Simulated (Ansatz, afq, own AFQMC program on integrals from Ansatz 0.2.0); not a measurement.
AFQMC on a folder of integrals that Ansatz 0.2.0 wrote.

```yaml
crystal:
  periodic: [false, false, false]
  atoms:
    - {symbol: N, position_ang: [0.000000, 0.000000, 0.000000]}
    - {symbol: H, position_ang: [1.024021, 0.013755, -0.000070]}
    - {symbol: H, position_ang: [-0.523923, 0.879946, -0.002762]}
    - {symbol: H, position_ang: [-0.500098, -0.893701, 0.002832]}
basis:
  gaussian: {orbitals: cc-pVDZ}
total_charge: 1
magnetization: {spin_polarized: true, initial_magnetization: 1}
correlation: {method: ccsd_t, electrons: outside_noble_gas, hamiltonian_folder: ham}
```

```sh
$ ansatz run in.yaml --threads 1 --pin off --events-out ev --progress --plain --max-ram 1843MiB
```

Options of the walk:

```
--method phaseless --trial cisd --walkers 20 --populations 1 --least-time 40 --time-step 0.01 --steps-per-block 10 --equilibration-blocks 100 --max-blocks 600 --target-error 0.00064 --factor-cut 1e-05 --start spin_pure --seed 3193 --taylor-order 8
```

Times are imaginary, in 1/Eh. The walk had a cap of 214 s.

Log:

```
orbitals 28  electrons 4 3  factors 210 of 265
reference energy -55.88527598 Eh
CCSD correlation -0.16249478 Eh in 8 cycles, weight of the determinant in the CISD state 0.9477
energy of the start -56.047605 Eh
 block  time / (1/Eh)  mean weight  energy / Eh
     1     0.100  0.9972  -56.046892
     2     0.200  1.0080  -56.048010
     3     0.300  1.0081  -56.048295
     4     0.400  0.9992  -56.048098
     5     0.500  0.9947  -56.048056
    10     1.000  0.9873  -56.051621
    61     6.100  0.9960  -56.059101
   121    12.100  0.9946  -56.049856
   181    18.100  1.0015  -56.047904
   241    24.100  0.9933  -56.047244
   301    30.100  1.0065  -56.049175
   361    36.100  1.0023  -56.049964
   421    42.100  1.0018  -56.053442
   481    48.100  0.9984  -56.050309
   493    49.300  1.0035  -56.047872
blocks merged  error / Eh  count
     1  0.000146  400
     2  0.000189  200
     4  0.000236  100
     8  0.000283  50
    16  0.000299  25
    32  0.000334  12
energy -56.050650 +/- 0.000299 Eh
(rows thinned)
```

The run passed its tests (sampling time, drift between the halves within three errors, error under three times the target), which doesn't prove that it has relaxed.

Against this walk (error 8.1 meV) on the same determinant: CCSD(T) 12.1 meV higher (within the noise), CCSDT(Q) 1.0 meV lower (within the noise), a separate phaseless walk with a CISD trial and standard settings 2.4 ± 9.9 meV lower (within the noise). The error is statistical and leaves out the bias of the constraint.

Cautions: constraint bias not in the error; so few walkers bias the energy; the time-step error isn't removed.

The walk took 11 s on 1 thread of AMD EPYC 9R45 96-Core Processor (Zen 5) (shared host). The log's last line is the phaseless energy.

CCSDT and higher add their correlation energy to the determinant of the CCSD(T) run, since their own runs factorise the integrals more tightly (a shift of under 2 meV). A walk keeps the symmetry of its determinant, which the program's search chose and which needn't be the lowest solution, so a lower state of the same spin and another symmetry isn't excluded.
